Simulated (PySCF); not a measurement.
Species: CH₆OSi.
Numbering: `[CH3:1][SiH2:2][OH:3]` (hydrogens: H4, H5, H6 on C1; H7, H8 on Si2; H9 on O3)

Computed with core-valence-separated Tamm–Dancoff BHandHLYP/aug-pcX-1 (pcseg-1 on H, def2-SVPD on Si) in PySCF, non-relativistic, gas phase, PBE0-D3(BJ)/def2-SVP geometry.

Computed carbon K-edge spectrum, Gaussian lines of 0.4 eV full width, highest printed point 100; it ends one width below the last computed root. The energies are unshifted.

```json
{"photon energy (eV)": "284.6", "absorption": "0"}
{"photon energy (eV)": "284.7", "absorption": "1"}
{"photon energy (eV)": "284.8", "absorption": "3"}
{"photon energy (eV)": "284.9", "absorption": "6"}
{"photon energy (eV)": "285.0", "absorption": "9"}
{"photon energy (eV)": "285.1", "absorption": "10"}
{"photon energy (eV)": "285.2", "absorption": "11"}
{"photon energy (eV)": "285.3", "absorption": "15"}
{"photon energy (eV)": "285.4", "absorption": "26"}
{"photon energy (eV)": "285.5", "absorption": "39"}
{"photon energy (eV)": "285.6", "absorption": "49"}
{"photon energy (eV)": "285.7", "absorption": "59"}
{"photon energy (eV)": "285.8", "absorption": "77"}
{"photon energy (eV)": "285.9", "absorption": "97"}
{"photon energy (eV)": "286.0", "absorption": "100"}
{"photon energy (eV)": "286.1", "absorption": "79"}
{"photon energy (eV)": "286.2", "absorption": "48"}
{"photon energy (eV)": "286.3", "absorption": "22"}
{"photon energy (eV)": "286.4", "absorption": "11"}
{"photon energy (eV)": "286.5", "absorption": "15"}
{"photon energy (eV)": "286.6", "absorption": "33"}
{"photon energy (eV)": "286.7", "absorption": "57"}
{"photon energy (eV)": "286.8", "absorption": "69"}
{"photon energy (eV)": "286.9", "absorption": "61"}
```

**Question.** Where are the maxima, and which lines make them up?

**Answer.** 2 maxima:
- 286.0 eV: C1 (Si-methyl carbon), 285.93 eV, f = 0.032, 69 % of the height at the exact maximum; C1 (Si-methyl carbon), 286.07 eV, f = 0.016, 29 % of the height at the exact maximum
- 286.8 eV: C1 (Si-methyl carbon), 286.79 eV, f = 0.018, 56 % of the height at the exact maximum; C1 (Si-methyl carbon), 286.83 eV, f = 0.014, 44 % of the height at the exact maximum

Further lines of some strength in the range: C1, 285.07 eV, f = 0.004; C1, 285.56 eV, f = 0.017.

Roots within 0.03 eV on the same or equivalent atoms count as one line; shares under 12 % aren't listed.

Vibrational structure and lifetime widths aren't in the curve. The ionisation threshold wasn't computed; near and above it a finite basis only mimics Rydberg series and continuum.

Conformer computed: `[CH3:1][SiH2:2][OH:3]`: H–O3–Si2–C1 67°.

One conformer stands for the species.
